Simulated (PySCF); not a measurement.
Molecule: SMILES CCC(C)=S, C$_{4}$H$_{8}$S.

Geometry (Å), atoms numbered from 1 in this order:
```xyz
13

C    -1.8997    0.1301   -0.0926
C    -0.4356    0.4183   -0.3889
C     0.5262   -0.4623    0.3439
C     1.9732   -0.1518    0.1551
S     0.0499   -1.6846    1.2997
H    -2.5379    0.8058   -0.6564
H    -2.1465   -0.8934   -0.3636
H    -2.1035    0.2571    0.9679
H    -0.2015    1.4601   -0.1441
H    -0.2451    0.3013   -1.4619
H     2.2179   -0.0800   -0.9047
H     2.2044    0.8131    0.6085
H     2.5938   -0.9132    0.6194
```

Frames of a GFN2-xTB Langevin trajectory at 400 K; GIAO PBE0/pcSseg-1 shieldings in PySCF, gas phase, non-relativistic; equivalent atoms averaged within each frame.

Shifts are taken against calculated references (same method and geometry level): $^{13}$C (186.93 ppm), $^{1}$H (31.72 ppm) vs TMS; CS2 for $^{33}$S (503.73 ppm). The references are static minima.

Problem. How do the shifts (ppm) fluctuate along the trajectory?

Solution. 
```
         time (fs)     C3    C2    C4    C1    S5  H9/H10  H11/H12/H13  H6/H7/H8
optimised geometry  276.5  47.2  44.2  16.3   970    2.92         3.08      1.33
               250  300.0  49.1  47.7  25.3  1121    4.00         2.92      2.25
               425  299.1  53.0  45.5  27.2  1028    3.16         3.16      2.27
               625  282.1  48.8  48.1  16.5   898    3.15         3.47      1.67
               800  278.9  50.4  45.3  22.4   893    3.56         2.84      1.35
              1000  280.9  57.4  42.4  23.4   845    3.84         2.89      1.25
    mean of frames  288.2  51.7  45.8  22.9   957    3.54         3.06      1.76
standard deviation   10.4   3.6   2.3   4.1   114    0.39         0.27      0.48
```

5 frames give an uncertainty of the mean of about the standard deviation over 2.2 at best, since frames this close in time may not be independent; classical motion lacks zero-point vibration, and the reference would need the same averaging.
